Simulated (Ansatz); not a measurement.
## Ansatz (development build ahead of 0.2.0) run

```yaml
crystal:
  periodic: [false, false, false]
  atoms:
    - { symbol: C, position_ang: [0.0, 0.0, -0.71854] }
    - { symbol: C, position_ang: [0.0, 0.0, 0.71854] }
    - { symbol: H, position_ang: [0.0, -1.00563, -1.33954] }
    - { symbol: H, position_ang: [0.0, 1.00563, -1.33954] }
    - { symbol: H, position_ang: [0.0, -1.00563, 1.33954] }
    - { symbol: H, position_ang: [0.0, 1.00563, 1.33954] }
basis:
  gaussian: { orbitals: cc-pVDZ }
hamiltonian:
  xc: hf
```

The input is written out in the form of the current development build from the run's settings.

Output:

```json
{"Converged": "yes", "Total energy": "-78.00194 hartree", "Spin squared of the determinant": "0.000"}
```
